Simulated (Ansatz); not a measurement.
**H2S (singlet): the correlation ladder, 6-31G**

The task here is to estimate one member of a computed series from the others.

Method: 6-31G, core rule «outside noble gas», up to 5 orbitals frozen; program: Ansatz 0.2.0, Gaussian basis.

The runs, in order: UHF; CCSD(T) on RHF; BCCD(T) on RHF; CISD; CCSDT(Q) on RHF; CISDTQ; CCSDTQ on RHF; CASSCF and MRCISD+Q, 8 electrons in 6 orbitals; CASSCF and MRCISD+Q(relaxed), 8 electrons in 6 orbitals; CASSCF and NEVPT2, 8 electrons in 6 orbitals; Full CI.

9 further runs of the same task are left out: 9 set aside as unsound or not needed.

## What is computed

The geometry is an MP2(full)/6-31G* stationary point (not a proven minimum).

3 atoms, charge 0, spin multiplicity 1.

Atoms are counted from 1 here; the program's logs count them from 0.

Bond lengths: S1–H2 1.339 Å, S1–H3 1.339 Å. Angles: H2–S1–H3 93.3°.

Set-up of the first run:

Input file in.yaml:

```yaml
crystal:
  periodic: [false, false, false]
  atoms:
    - {symbol: S, position_ang: [0.000000, 0.000000, 0.054372]}
    - {symbol: H, position_ang: [0.000000, 0.974269, -0.864846]}
    - {symbol: H, position_ang: [0.000000, -0.974269, -0.864846]}
basis:
  gaussian: {orbitals: 6-31G}
magnetization: {spin_polarized: true, initial_magnetization: 0}
hamiltonian: {xc: hf}
output: {orbitals: {seedname: orbitals}}
```

Launch:

```
$ ansatz run in.yaml --threads 1 --pin off --events-out ev --progress --plain --max-ram 3840MiB --backend cpu
```

Steps of the session up to this table: UHF; CCSD(T) on RHF; BCCD(T) on RHF; CISD; CCSDT(Q) on RHF; CISDTQ; CCSDTQ on RHF; CASSCF and MRCISD+Q, 8 electrons in 6 orbitals; CASSCF and MRCISD+Q(relaxed), 8 electrons in 6 orbitals; CASSCF and NEVPT2, 8 electrons in 6 orbitals; Full CI.

One table of the session follows, with a row left open; its other results are not shown here.

```
                   method  from FCI (kJ/mol)
                      RHF                  ?
                     RMP2              +42.4
                     CISD               +7.9
                    RCCSD               +2.1
                 RCCSD(T)               +0.5
                  BCCD(T)               +0.5
                   RCCSDT               +0.2
                   CISDTQ               +0.2
                RCCSDT(Q)                0.0
                  RCCSDTQ                0.0
           CASSCF valence              +89.7
           NEVPT2 valence              +23.0
           MRCISD valence               +2.4
         MRCISD+Q valence               +0.8
MRCISD+Q(relaxed) valence               +0.4
                      FCI                  0
```

Q: Estimate the row for RHF from the others.

As computed: from FCI (kJ/mol): +195.0. In the column «from FCI (kJ/mol)» it is the highest.
